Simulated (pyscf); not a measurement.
`[NH][SiH2][Cl]` [doublet] + `[H][H]` → `[NH2][SiH2][Cl]` + `[H]` [doublet], a hydrogen abstraction (doublet surface; H–H broken, H–N formed). Optimised with ωB97X-D3(BJ)/def2-SVP in PySCF. Energies in kcal/mol from the separated reactants.

Small-basis levels: PySCF, no dispersion term, spherical d functions. Open shells are spin-unrestricted. 

Task: Quick B3LYP/6-31G* single points give ΔE‡ = 7.6 kcal/mol and ΔE = -4.6 kcal/mol. What does ωB97M-D3(BJ)/def2-TZVP give, and how far is the quick result from it?

Result: ωB97M-D3(BJ)/def2-TZVP gives ΔE‡ = 7.4 kcal/mol and ΔE = -10.2 kcal/mol. B3LYP/6-31G* lies 0.2 kcal/mol over it in the barrier and 5.6 kcal/mol over it in the reaction energy, so on this step it does not hold to within 3.0 kcal/mol. ωB97M-D3(BJ)/def2-TZVP has limits of its own. •HN–SiH₂–Cl lies 20.1 kcal/mol over its isomer H₂N–SiH•–Cl (electronic energy, ωB97M-D3(BJ)/def2-TZVP). This is the saddle that the search found; another between the same sides may lie lower. The angle at the transferred H is 158°.
